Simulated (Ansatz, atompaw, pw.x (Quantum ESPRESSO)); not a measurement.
pw.x on bcc Re: one setting changed

Potential: PAW, atompaw 4.2.0.5, PBEsol; core [Kr] 4d10 4f14, reference 5s2 5p6 5d5 6s2 6p0; waves: 5s (bound): rc 1.95 bohr; 6s (bound): rc 2.10 bohr; 5p (bound): rc 1.90 bohr; 6p (bound, empty): rc 2.10 bohr; 5d (bound): rc 2.10 bohr; 5d channel at 1.85 Ry: rc 1.95 bohr; local part: ultrasoft scheme with l = 3 at 1 Ry, radius 1.65 bohr; core correction: smooth core density matched at 1.35 bohr; augmentation: besselshape compensation charge, radius 1.95 bohr; PAW radius 2.10 bohr; waves and projectors: custom polynom vanderbiltortho.

The reference run (k-mesh 15³, cutoffs 55/550 Ry, Fermi–Dirac 0.01 Ry, mixing_beta 0.4, conv_thr 1e-9, no spin) gives -0.84 GPa at 14.678 Å³/atom, where all-electron LAPW gives 0.85 GPa. This run, with its own iteration cap, changes smearing to mp.

```
&control
  calculation='scf', prefix='x', pseudo_dir='./', outdir='./tmp', tstress=.true., disk_io='none'
/
&system
  ibrav=0, nat=1, ntyp=1, ecutwfc=55, ecutrho=550, nbnd=15,
  occupations='smearing', smearing='mp', degauss=0.01
/
&electrons
  conv_thr=1e-09, mixing_beta=0.4, electron_maxstep=50
/
ATOMIC_SPECIES
Re 1.0 Re.UPF
CELL_PARAMETERS angstrom
  -1.54241875 1.54241875 1.54241875
  1.54241875 -1.54241875 1.54241875
  1.54241875 1.54241875 -1.54241875
ATOMIC_POSITIONS crystal
Re 0.0000 0.0000 0.0000
K_POINTS automatic
15 15 15 0 0 0
```

```bash
pw.x < Re.scf.in > Re.scf.out
```

Task: How does the run end?

Result: It converges in 8 iterations; the free energy moves by +37.9 meV/atom and the pressure by -0.50 GPa. This scheme is built to cancel the term in the square of the width that Fermi–Dirac smearing leaves in the F of a metal.

```
Message from routine setup:
     using ibrav=0 with symmetry is DISCOURAGED, use correct ibrav instead
     lattice parameter (alat)  =       5.0485  a.u.
     unit-cell volume          =      99.0521 (a.u.)^3
     number of electrons       =        15.00
     number of Kohn-Sham states=           15
     kinetic-energy cutoff     =      55.0000  Ry
     charge density cutoff     =     550.0000  Ry
     scf convergence threshold =      1.0E-09
     Exchange-correlation= SLA PW PSX PSC
     number of k points=   120  Methfessel-Paxton smearing, width (Ry)=  0.0100
     iteration #  1     ecut=    55.00 Ry     beta= 0.40
     total energy              =    -785.98007980 Ry
     estimated scf accuracy    <       0.04011075 Ry
     iteration #  2     ecut=    55.00 Ry     beta= 0.40
     total energy              =    -785.98163083 Ry
     estimated scf accuracy    <       0.00508808 Ry
     iteration #  3     ecut=    55.00 Ry     beta= 0.40
     total energy              =    -785.98208731 Ry
     estimated scf accuracy    <       0.00044651 Ry
     iteration #  4     ecut=    55.00 Ry     beta= 0.40
     total energy              =    -785.98210456 Ry
     estimated scf accuracy    <       0.00000219 Ry
     iteration #  5     ecut=    55.00 Ry     beta= 0.40
     total energy              =    -785.98210532 Ry
     estimated scf accuracy    <       0.00000034 Ry
     iteration #  6     ecut=    55.00 Ry     beta= 0.40
     total energy              =    -785.98210534 Ry
     estimated scf accuracy    <          9.5E-09 Ry
     iteration #  7     ecut=    55.00 Ry     beta= 0.40
     total energy              =    -785.98210534 Ry
     estimated scf accuracy    <          1.3E-09 Ry
     iteration #  8     ecut=    55.00 Ry     beta= 0.40
     the Fermi energy is    24.6914 ev
!    total energy              =    -785.98210534 Ry
     estimated scf accuracy    <          2.7E-11 Ry
     smearing contrib. (-TS)   =      -0.00008984 Ry
     convergence has been achieved in   8 iterations
          total   stress  (Ry/bohr**3)                   (kbar)     P=      -13.39
     Message from routine punch:
     Nothing written, as per user request (disk_io='none')
```

The run took about 15 s on one core of a shared host (Intel(R) Xeon(R) Platinum 8488C, 192 threads, 744 GiB, load 65).
